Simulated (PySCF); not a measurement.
This PySCF input asks for the NMR shieldings of SMILES FC(Cl)(Cl)Cl, CCl₃F; the geometry comes from GFN2-xTB.

```python
import basis_set_exchange as bse
import numpy as np
from pyscf import gto, dft
from pyscf.prop import nmr

atoms = """
F     0.060305   -0.141039    1.396058
C     0.004642   -0.006315    0.066724
Cl   -0.457934    1.660563   -0.312646
Cl    1.602752   -0.370613   -0.603874
Cl   -1.201142   -1.139743   -0.563447
"""
names = dict.fromkeys(["F", "C", "Cl"], "IGLO-II")
basis = {el: gto.basis.parse(bse.get_basis(n, elements=[el], fmt="nwchem")) for el, n in names.items()}
mol = gto.M(atom=atoms, basis=basis, charge=0, verbose=0)
mf = dft.RKS(mol, xc="HYB_GGA_XC_WP04")
mf.grids.level = 2
mf.grids.alignment = dft.numint.BLKSIZE   # the property module wants whole blocks of grid points
mf.conv_tol = 1e-9
mf.kernel()

calc = nmr.RKS(mf)   # GIAO
C = mf.mo_coeff
Co = C[:, mf.mo_occ > 0]
resp = mf.gen_response(singlet=True, hermi=2)
def vind(x):   # induced exchange potential for any number of trial vectors
    d = np.einsum("pi,xij,qj->xpq", C, 2 * x.reshape(-1, C.shape[1], Co.shape[1]), Co, optimize=True)
    return np.einsum("xpq,pi,qj->xij", resp(d - d.transpose(0, 2, 1)), C, Co, optimize=True).ravel()
mo1, _ = nmr.rhf.solve_mo1(calc, with_cphf=vind)
sigma = calc.kernel(mo1)
for i, s in enumerate(sigma):   # ppm
    w = np.linalg.eigvalsh((s + s.T) / 2)
    print("%2d %-2s iso %8.1f  s11 %8.1f  s22 %8.1f  s33 %8.1f" % (i, mol.atom_pure_symbol(i), w.mean(), *w))
```

Problem. Give the expected output.

Solution. 
```
 0 F  iso    180.2  s11    152.1  s22    152.1  s33    236.3
 1 C  iso     18.5  s11     18.5  s22     18.5  s33     18.5
 2 Cl iso    348.1  s11     23.7  s22     57.5  s33    963.1
 3 Cl iso    348.0  s11     23.6  s22     57.4  s33    963.1
 4 Cl iso    348.2  s11     24.0  s22     57.5  s33    963.0
```

These numbers come from an equivalent density-fitted implementation of the same equations, which agrees with the script to about 0.01 ppm for H and up to a few tenths of a ppm for heavy atoms, so last digits may differ.

Size and cost of the density-fitted run: 149 basis functions, 6.6 s wall time on 1 thread of an Intel Xeon, shared host; peak memory 0.82 GiB.
